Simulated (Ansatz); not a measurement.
## Dissociation curves of SiCl2 (SMILES Cl[Si]Cl)

SiCl2: 3 atoms, total charge 0, spin state singlet. As SMILES, `Cl[Si]Cl`. The coordinates come from a PBE0-D4/def2-TZVP relaxation.

```xyz
3

Cl    0.2938    1.6038    0.3380
Si   -0.7701   -0.0104   -0.4220
Cl    0.4763   -1.5934    0.0840
```

The Cl1–Si2 distance is scanned; the parts on either side stay rigid. Basis STO-3G, 15 core orbitals frozen in the correlated methods; program Ansatz 0.2.0. FCI is exact within this basis and core. Energies in eV from each method's value at 2.077 Å; methods without a U are spin-restricted. The shape above is that at 2.077 Å.

```
distance (Å)  BLYP  B3LYP  wB97M-V  HSE06  CCSD(T)
       2.077  0.00   0.00     0.00   0.00     0.00
       2.597  0.85   1.05     1.31   1.18     1.16
       3.116  2.44   2.81     3.33   3.03     3.00
       4.155  4.09   4.71     5.64   4.97     3.69
       5.193  4.44   5.19     6.39   5.44     2.66
```

Estimate the FCI curve, and say how far off each method is.


```tsv
distance (Å)	FCI
2.077	0.00
2.597	1.16
3.116	3.00
4.155	4.31
5.193	4.34
```

Departure from the FCI curve at its largest: BLYP -0.56 eV at 3.12 Å; B3LYP +0.85 eV at 5.19 Å; wB97M-V +2.05 eV at 5.19 Å; HSE06 +1.10 eV at 5.19 Å; CCSD(T) -1.67 eV at 5.19 Å. The curve of CCSD(T) turns over, which the reference doesn't. Restricted functionals keep the electrons paired too, and rise too high.
